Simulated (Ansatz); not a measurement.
F2, singlet: cost against accuracy

Geometry (MP2(full)/6-31G*, from the G2/97 set):

```xyz
2

F     0.0000    0.0000    0.0000
F     0.0000    0.0000    1.4206
```

Measured, as an electronic atomization energy: 160.9 kJ/mol (G2/97 heats of formation of molecule and atoms, with zero-point and thermal terms from B3LYP taken off; Curtiss et al., J. Chem. Phys. 106, 1063 (1997), Staroverov et al., J. Chem. Phys. 119, 12129 (2003)). The measured value holds scalar relativity and spin–orbit coupling, which all computed ones lack, and core correlation, which the wave-function levels lack. Atoms are taken at the same level; beside RHF, RMP2 and RCC rows they are unrestricted. The atoms' steps beyond CCSDT(Q) are taken from restricted open-shell runs, which share full CI's core. Ansatz 0.2.0; the 6-31G* set has Cartesian d functions; a miss is computed less measured; times are wall times on shared hosts and scatter by a factor of two or so.

```tsv
level	basis	miss (kJ/mol)	time of the run	hardware
RHF	cc-pVDZ	-333.3	0.15 s	1 CPU thread
UHF	cc-pVDZ	-301.7	0.15 s	1 CPU thread
RMP2	cc-pVDZ	-34.9	–	–
UMP2	cc-pVDZ	-146.6	–	–
RCCSD(T)	cc-pVDZ	-48.9	0.42 s	1 CPU thread
UCCSD(T)	cc-pVDZ	-51.9	1.2 s	1 CPU thread
RCCSDT(Q)	cc-pVDZ	-44.6	2.1 s	1 CPU thread
RCCSDTQ	cc-pVDZ	-45.0	13 s	H100 + 5 CPU threads
RHF	cc-pVTZ	-319.0	0.36 s	1 CPU thread
UHF	cc-pVTZ	-288.1	0.36 s	1 CPU thread
RMP2	cc-pVTZ	6.1	–	–
UMP2	cc-pVTZ	-111.6	–	–
RCCSD(T)	cc-pVTZ	-15.5	0.78 s	1 CPU thread
UCCSD(T)	cc-pVTZ	-19.7	2.4 s	1 CPU thread
RCCSDT(Q)	cc-pVTZ	-12.5	8 s	H100 + 5 CPU threads
RHF	cc-pVQZ	-319.7	1.2 s	1 CPU thread
UHF	cc-pVQZ	-288.6	1.2 s	1 CPU thread
RMP2	cc-pVQZ	15.6	–	–
UMP2	cc-pVQZ	-104.6	–	–
RCCSD(T)	cc-pVQZ	-7.7	3.2 s	1 CPU thread
UCCSD(T)	cc-pVQZ	-12.0	2.7 s	H100 + 5 CPU threads
RCCSDT(Q)	cc-pVQZ	-4.6	9.5 s	H100 + 5 CPU threads
```

HF's time is that of a plain UHF run. A dash: the level came out of a higher level's run.

A composite of the best parts (restricted reference, at this geometry, which isn't the minimum of the high levels):

```csv
part,kJ/mol
"Hartree–Fock limit (T, Q; exp(−5.46 √X))",-159.01
"CCSD(T) correlation limit (T, Q; X⁻³)",318.25
CCSDT − CCSD(T) (QZ),-1.18
(Q) (QZ),4.22
CCSDTQ − CCSDT(Q) (DZ),-0.46
sum,161.8
sum less measured,1.0
```
